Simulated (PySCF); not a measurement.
Species: C5H12N (doublet state).
Z-matrix (Å and degrees, GFN2-xTB geometry), rows numbered from 1:
```
C 
C   1  1.4895
C   2  1.4968  1  118.67
N   2  1.4035  1  120.42  3  -157.24
C   4  1.4480  2  116.91  1  -149.27
C   4  1.4396  2  118.69  1    -8.97
H   1  1.0886  2  109.18  3   -33.53
H   1  1.0900  2  111.72  3  -152.87
H   1  1.1004  2  113.19  3    85.78
H   3  1.0914  2  111.39  1  -130.64
H   3  1.0967  2  112.34  1   108.72
H   3  1.0884  2  110.09  1   -10.64
H   5  1.0999  4  112.17  2    78.98
H   5  1.0859  4  110.04  2   -41.87
H   5  1.0912  4  109.03  2  -160.98
H   6  1.0914  4  108.46  2   167.22
H   6  1.1002  4  113.02  2   -73.11
H   6  1.0870  4  109.97  2    48.83
```

The hyperfine couplings belong to this conformer and change with its torsions.

Identity: `C[C](C)N(C)C` [radical].

Method: UKS B3LYP, pcH-1 on C H N, non-relativistic, mean-field spin-orbit, GIAO (PySCF). Geometry: GFN2-xTB, one conformer, isolated molecule. The geometry wasn't refined by DFT: couplings that depend on bond lengths, twists or pyramidal angles can differ widely from those at the functional's own minimum. The SCF solution wasn't tested for stability.

Task: The isotropic 13C couplings, averaged over equivalent nuclei, are +98.2, -26.8, +16.5, -13.0 MHz. Assign them to C1; C2; C3; C5/C6.

Result: 
```
 site  a_iso (MHz)  ρ(0) (bohr⁻³)                 position  distance from C2 (Å)  spin population  largest |T| (MHz)
   C1        -26.8        -0.0238           1 bond from C2                  1.49            -0.07                2.2
   C2        +98.2        +0.0873  largest spin population                  0.00            +0.81              141.7
   C3        -13.0        -0.0115           1 bond from C2                  1.50            -0.06                3.4
C5/C6        +16.5        +0.0147          2 bonds from C2                  2.44            -0.01                3.5
```

Task: Match the computed a_iso(1H) values +61.9, +50.8, +9.8 MHz (means over equivalent nuclei) with the sites H7/H8/H9; H10/H11/H12; H13 (×6).

Result: 
```
       site  a_iso (MHz)  ρ(0) (bohr⁻³)            position  distance from C2 (Å)  bound to  spin population there  largest |T| (MHz)
   H7/H8/H9        +61.9        +0.0139  β, 2 bonds from C2                  2.14        C1                  -0.07                8.0
H10/H11/H12        +50.8        +0.0114  β, 2 bonds from C2                  2.15        C3                  -0.06                8.3
   H13 (×6)         +9.8        +0.0022  γ, 3 bonds from C2                  2.95     C5/C6                  -0.01                5.8
```

ρ(0) is the spin density at the nucleus and T the dipolar tensor; entries for several nuclei are means. Largest spin populations (Mulliken): C2 (+0.81), N4 (+0.11), H9 (+0.07) and C1 (-0.07). C2 is the only atom above +0.15. The positive populations add up to 1.15 and the negative ones to -0.15, together 2S = 1. The angles at C2 add up to 356.1°, so it is nearly planar.

The spin density at the nucleus, in bohr⁻³, is negative for C1 (-0.0238) and C3 (-0.0115), for instance. A restricted open-shell determinant has no negative spin density anywhere; here it arises because α and β orbitals differ (spin polarisation).

Means are taken over nuclei equivalent by connectivity, which assumes that they swap fast. C1 and C3, with what hangs on them, aren't averaged: C2 is flat or nearly so (angle sum 356°), and its turn about the short C2–N4 bond (1.40 Å) is taken as slow. The three 1H nuclei of mean +61.9 MHz run from 22.8 to 124.5 MHz in the frozen geometry. The three 1H nuclei of mean +50.8 MHz run from 22.2 to 88.5 MHz in the frozen geometry. The 13C value of +16.5 MHz is a mean of couplings from -5.7 to 38.7 MHz in this one geometry, not an average over conformers.
